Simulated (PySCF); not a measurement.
Species: 2-methyltetrahydrothiophene, C5H10S.
Numbering: `[CH3:1][C@@H:2]1[CH2:3][CH2:4][CH2:5][S:6]1`

NICS = −σ at a ghost point: NICS(0) at the centroid of the ring atoms, NICS(1) 1 Å to either side along the normal of their mean plane, zz for the tensor component along that normal. Level: GIAO CAM-B3LYP/pcSseg-2 (PySCF, non-relativistic, gas phase) on the PBE0-D3(BJ)/def2-SVP geometry, one conformer.

Ring bond lengths (Å): C2–C3 1.526, C3–C4 1.521, C4–C5 1.524, C5–S6 1.829, S6–C2 1.846.

Give the NICS values of each ring in ppm.

| ring | type | NICS(0) | NICS(1), two faces | NICS(1)zz, two faces | rms pucker (Å) | centre to ring atoms, mean (Å) |
| --- | --- | --- | --- | --- | --- | --- |
| C2–C3–C4–C5–S6 | 5-membered ring with S; formal bonds all single | -8.4 | -3.9 / -3.7 | -2.9 / -3.2 | 0.20 | 1.37 |

What can be read from them?

- C2–C3–C4–C5–S6: mean NICS(1)zz -3.0 ppm, shielded. C2, C3, C4, C5 have four or more neighbours, so the value isn't read as a sign of a π ring current.

What field does 11.7 T along the ring normal induce along that normal at the first NICS(1) probe listed for ring C2–C3–C4–C5–S6, 1 Å off the ring?

NICSzz × B0 = -2.9 ppm × 11.7 T = -34 μT, against the applied field.

List the ring angles.

- C2–C3–C4–C5–S6: C2 105.1°, C3 107.2°, C4 106.2°, C5 106.0°, S6 94.3°; sum 518.9° against 540° for a flat convex ring.

How do the values depend on the level or the medium?

| level | NICS(0), C2–C3–C4–C5–S6 | mean NICS(1)zz, C2–C3–C4–C5–S6 |
| --- | --- | --- |
| CAM-B3LYP/pcSseg-2, gas | -8.4 | -3.0 |
| PBE0/pcSseg-1, gas | -8.5 | -3.8 |

The geometry is the same throughout.
